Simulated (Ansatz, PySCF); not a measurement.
Reaction: NH3 (azane, SMILES N) + H+ → NH4+ (SMILES [NH4+])
Each species at its own B3LYP-D3(BJ)/def2-TZVP minimum (Ansatz, a quantum-chemistry and plane-wave program).

Total energies in hartree (Ansatz). Radicals and triplets start from unrestricted determinants; spin-orbit coupling is neglected. Cores are frozen in correlated methods. No relativity.

```csv
species,HF/cc-pVTZ,CCSD(T)/cc-pVTZ,HF/cc-pVQZ,CCSD(T)/cc-pVQZ,CCSDT(Q)/cc-pVQZ
1: NH3 (SMILES N),-56.21775,-56.47304,-56.22299,-56.49297,-56.49347
2: NH4+ (SMILES [NH4+]),-56.56395,-56.81531,-56.56782,-56.83233,-56.83273
```

Problem. Work out the proton affinity (enthalpy at 298 K, ideal-gas terms from PySCF's Hessians at B3LYP-D3(BJ)/def2-TZVP), positive where energy is released in kcal/mol: take Hartree-Fock from cc-pVQZ, extrapolate the CCSD(T) correlation energy as X^-3 (X = 3, 4), and add CCSDT(Q) - CCSD(T) in cc-pVQZ. The further terms named in the bracket sum to -0.01276 hartree. 1 hartree = 627.51 kcal/mol.

Solution. 
Species 1: correlation (64·(-0.26998) - 27·(-0.25529))/37 = -0.28070; step -0.00050; E1 = -56.22299 + (-0.28070) + (-0.00050) = -56.50419
H+ has no electrons: E = 0
Species 2: correlation (64·(-0.26451) - 27·(-0.25136))/37 = -0.27411; step -0.00040; E2 = -56.56782 + (-0.27411) + (-0.00040) = -56.84233
+1·E1 -1·E2 -0.01276 = 0.32538 hartree = 204.2 kcal/mol. From measured enthalpies of formation at 298 K: 203.8 kcal/mol (Active Thermochemical Tables 1.112 (ions: stationary electron), as tabulated in the package chemicals). The calculations leave out spin-orbit terms. The composite differs from it by +0.4 kcal/mol; core, relativistic and spin-orbit terms are not in it.
